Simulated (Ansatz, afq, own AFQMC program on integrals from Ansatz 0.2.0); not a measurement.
AFQMC on a folder of integrals that Ansatz 0.2.0 wrote.

```yaml
crystal:
  periodic: [false, false, false]
  atoms:
    - {symbol: N, position_ang: [0.000000, 0.000000, 0.000000]}
    - {symbol: H, position_ang: [0.000000, 0.000000, 1.036583]}
basis:
  gaussian: {orbitals: aug-cc-pVTZ}
total_charge: -1
magnetization: {spin_polarized: true, initial_magnetization: 3}
correlation: {method: ccsd_t, electrons: outside_noble_gas, hamiltonian_folder: ham}
```

```sh
$ ansatz run in.yaml --threads 1 --pin off --events-out ev --progress --plain --max-ram 16896MiB --backend cuda --devices 0, --max-vram 18GiB
```

Options of the walk:

```
--method phaseless --trial cisd --walkers 1800 --populations 20 --least-time 60 --time-step 0.005 --steps-per-block 50 --equilibration-blocks 28 --max-blocks 4000 --target-error 0.00016 --factor-cut 1e-05 --start spin_pure --seed 3800 --release-times 0.24,0.51,0.99,1.62,2.4 --release-step 0.03 --release-every 3 --taylor-order 6
```

Times are imaginary, in 1/Eh. The walk had a cap of 233 s. With eight or more populations the least sampling time is a fifth of least-time, and the error comes from their spread.

Log:

```
orbitals 68  electrons 5 2  factors 418 of 418
reference energy -54.95369505 Eh
CCSD correlation -0.16227471 Eh in 11 cycles, weight of the determinant in the CISD state 0.9418
energy of the start -55.115742 Eh
 block  time / (1/Eh)  mean weight  energy / Eh
     1     0.250  1.0001  -55.116369
     2     0.500  1.0002  -55.117957
     3     0.750  1.0005  -55.119203
     4     1.000  1.0000  -55.119827
     5     1.250  0.9997  -55.120480
    10     2.500  1.0003  -55.120765
    15     3.750  0.9995  -55.121315
    20     5.000  1.0003  -55.121232
    25     6.250  0.9998  -55.120656
    29     7.250  1.0003  -55.122123
    30     7.500  0.9996  -55.121425
    35     8.750  1.0003  -55.121137
    40    10.000  1.0001  -55.121330
    45    11.250  0.9996  -55.121588
    50    12.500  0.9993  -55.121170
    55    13.750  0.9997  -55.121121
    60    15.000  1.0001  -55.121159
    65    16.250  1.0001  -55.121170
    70    17.500  1.0000  -55.120493
    75    18.750  1.0000  -55.121679
    78    19.500  0.9999  -55.120823
error from the spread of 20 populations
released: time / (1/Eh)  energy / Eh  error  mean overlap
  0.24  -55.121215  0.000074  0.9997
  0.51  -55.121264  0.000063  0.9961
  0.99  -55.121336  0.000063  0.9908
  1.62  -55.121286  0.000070  0.9885
  2.40  -55.121372  0.000090  0.9724
energy -55.121234 +/- 0.000088 Eh
(rows thinned)
```

The run passed its tests (sampling time, drift between the halves within three errors, error under three times the target), which doesn't prove that it has relaxed. The second half of the sampling lies above the first by 1.5 errors of their difference, so the energy may still be moving and its error bar be too small.

Against this walk (error 2.4 meV) on the same determinant: CCSD(T) 16.2 meV higher, CCSDT(Q) 3.4 meV lower (within the noise). The error is statistical and leaves out the bias of the constraint. Released to 2.40 1/Eh the energy moves by -4 ± 3 meV (both errors), within twice the noise.

Cautions: constraint bias not in the error; another spin lies lower; at this level and basis the anion state lies above a neutral one.

The walk took 28 s on 1 × NVIDIA H100 80GB HBM3 with 2 threads of AMD EPYC 7R13 Processor (Zen 3), with other jobs on the host (the card was shared). The log's last line is the phaseless energy.

CCSDT and higher add their correlation energy to the determinant of the CCSD(T) run, since their own runs factorise the integrals more tightly (a shift of under 2 meV). A walk keeps the symmetry of its determinant, which the program's search chose and which needn't be the lowest solution, so a lower state of the same spin and another symmetry isn't excluded.
